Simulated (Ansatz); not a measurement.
Write a Python script for Ansatz 0.2.0 through its Python package that makes a single point in a Gaussian basis of C4H5Cl, SMILES CC1C=C1Cl. Level of theory: MP2, cc-pVDZ basis, multiplicity 1.

The script reads `c4h5cl.xyz`:
```text
10

C    -1.16930   -0.09650    0.46080
C     0.03230   -0.35310   -0.37370
C     0.87520    0.74050   -0.82100
C     1.33630   -0.04710    0.09360
Cl    2.48880   -0.51130    1.11520
H    -1.39410   -0.97370    1.07660
H    -1.04860    0.76280    1.13070
H    -2.03780    0.09480   -0.17820
H    -0.07420   -1.19460   -1.04350
H     0.99130    1.57810   -1.46050
```

`energy_c4h5cl.py`:
```python
'''Electronic structure of the C4H5Cl molecule.'''

import ansatz as az

molecule = az.Crystal.molecule_from_extxyz('c4h5cl.xyz')

setup = molecule.calculation().basis(gaussian='cc-pVDZ').correlation('mp2', electrons='valence')
trace = []
outcome = setup.session().plan().execute(on_event=trace.append)
summary = outcome.report
for event in trace:
    if event['event'] == 'mean_field_evaluation' and event['data']['evaluation'] <= 25:
        print('pass {evaluation:3d}  E = {energy_ev:.6f} eV  gradient {gradient_ev:.1e}'.format(**event['data']))

for key in ('converged', 'free_energy_ev', 'reference_energy_ev', 'n_frozen', 'n_occupied', 'n_virtual'):
    print(f'{key:22s} {summary[key]}')

print('correlation energy', round(summary['free_energy_ev'] - summary['reference_energy_ev'], 5), 'eV')
cluster = summary['correlation'].get('coupled_cluster')
if cluster:
    print('cycles', cluster['cycles'], ' T1 diagnostic', round(cluster['t1_diagnostic'], 4), ' largest double', round(cluster['largest_double'], 4))
```

```console
$ python energy_c4h5cl.py
pass   1  E = -16698.871858 eV  gradient 3.0e+01
pass   2  E = -16699.120380 eV  gradient 3.0e+01
pass   3  E = -16701.301181 eV  gradient 1.4e+01
pass   4  E = -16701.750254 eV  gradient 4.0e+00
pass   5  E = -16701.803457 eV  gradient 1.2e+00
pass   6  E = -16701.807123 eV  gradient 2.9e-01
pass   7  E = -16701.808112 eV  gradient 2.9e-01
pass   8  E = -16701.808842 eV  gradient 6.9e-04
pass   9  E = -16701.808842 eV  gradient 1.4e-03
pass  10  E = -16701.808842 eV  gradient 2.1e-06
pass  11  E = -16701.808842 eV  gradient 6.9e-06
converged              True
free_energy_ev         -16720.157017628302
reference_energy_ev    -16701.808842119382
n_frozen               9
n_occupied             [14, 14]
n_virtual              [76, 76]
correlation energy -18.34818 eV
```

Caveats:
- The settings weren't tested for convergence.
- The geometry is a force-field or estimated start, not a minimum of this method, and the basis set is short of its limit.
- Inner cores stay frozen, so this is valence correlation.
- Early passes use coarser integrals and grids, so their energies can't be compared with the last.
- Run time: 2.1 s on 1 thread of Arm Neoverse V1, on a shared host, peak memory 0.22 GiB.
